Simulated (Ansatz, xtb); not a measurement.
# Loss of CH4: C3H8O2 → C2H4O2 + CH4

Species: C3H8O2 (dimethoxymethane) `COCOC`, singlet; C2H4O2 (methyl formate) `COC=O`, singlet; CH4 (methane) `C`, singlet. 

Shapes, held fixed at every level: PBE0-D4/def2-TZVP. Flexible molecules stand in one conformer, not always the lowest. Programs: Ansatz 0.2.0, xtb 6.7.1. The zero-point and thermal change to 298 K, harmonic and unscaled (PBE0-D4/def2-TZVP), is -12.7 kJ/mol.

**What was measured.** Tabulated heats of formation (Active Thermochemical Tables, CRC Handbook of Chemistry and Physics): C3H8O2 -348.5 (CRC); C2H4O2 -357.8 (ATcT); CH4 -74.5 (ATcT) kJ/mol, which give ΔH(298 K) = -83.8 kJ/mol.

| level | kind | ΔH (kJ/mol) | computed − measured | CPU time (all species) |
| --- | --- | --- | --- | --- |
| GFN1-xTB | semi-empirical | -12.4 | +71.4 | 0.064 s |
| r2SCAN-D4/def2-TZVPP | meta-GGA | -87.3 | -3.5 | 25 s |
| PBE0/def2-SVP | global hybrid | -72.8 | +11.1 | 23 s |
| BHLYP-D4/def2-TZVPP | global hybrid | -75.8 | +8.0 | 15 s |
| r2SCAN0-D4/def2-TZVPP | global hybrid | -75.8 | +8.0 | 24 s |
| MP2/def2-SVP | perturbation theory | -93.8 | -10.0 | – |
| CCSD(T)/def2-SVP | coupled cluster or CI | -88.5 | -4.6 | 36 s |
| CCSD/def2-TZVPP | coupled cluster or CI | -79.7 | +4.2 | – |
| CCSD(T)/CBS estimate | coupled cluster or CI | -79.2 | +4.7 | 20 min |

Nearest: r2SCAN-D4/def2-TZVPP (-3.5); farthest: GFN1-xTB (+71.4). 7 of 9 levels lie within 10 kJ/mol. The CBS estimate extrapolates MP2 from def2-TZVPP and def2-QZVPP and adds CCSD(T) − MP2 in the triple-zeta set, cores frozen. Times are processor times on shared x86 and Arm servers, and rough.
